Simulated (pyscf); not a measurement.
A first-order saddle from PySCF, ωB97X-D3(BJ)/def2-SVP:

```xyz
8

F      1.0545     0.4344     0.3814
Si    -0.3057    -0.2374    -0.2445
F     -1.1871     1.1168    -0.3940
H     -1.7524    -1.1577    -0.3999
H      0.2634    -0.8747    -1.4468
O     -0.6079    -1.1459     1.3156
H     -1.5469    -1.3236     0.7061
H     -0.4954    -0.7544     2.1965
```
Charge 0, spin multiplicity 1.

Surface: singlet, charge 0. Lowest wavenumbers (cm⁻¹): 1366i, 129, 297, 374, 394.

Question: Name the species on either side of this saddle.

Answer: `[F][SiH2][F]` + `[OH2]` ⇌ `[OH][SiH]([F])[F]` + `[H][H]`, a four-centre exchange read from left to right: H–Si, H–O broken and O–Si, H–H formed. At ωB97M-D3(BJ)/def2-TZVP it lies +1.26 eV from the left side and +2.37 eV from the right (each side as separated species at their lowest minima found). On the reactant side the descent ends in a complex, 0.18 eV under the separated species and 1.47 eV under the saddle at ωB97X-D3(BJ)/def2-TZVP. The same reactants have a lower exit, to HF + HO–SiH₂–F (barrier +0.88 eV at ωB97M-D3(BJ)/def2-TZVP, against +1.26 eV here). This is the saddle that the search found; another between the same sides may lie lower.
